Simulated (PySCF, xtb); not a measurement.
CH₃, SMILES [CH3] (connectivity only; charge and spin as stated), charge +1, multiplicity 1.

Harmonic wavenumbers (cm⁻¹) from GFN2-xTB (xtb) at its own minimum, in rising order: 1037, 1138, 1139, 2832, 2879, 2882.

What does PBE-D3(BJ)/def2-TZVPD (PySCF) give at its own minimum? (An estimate is asked for; the answer gives what the named calculation found.)

1362, 1362, 1384, 2950, 3143, 3143. Paired by order, the mean absolute difference is 239 cm⁻¹ and the zero-point energies are 17.0 and 19.1 kcal/mol.
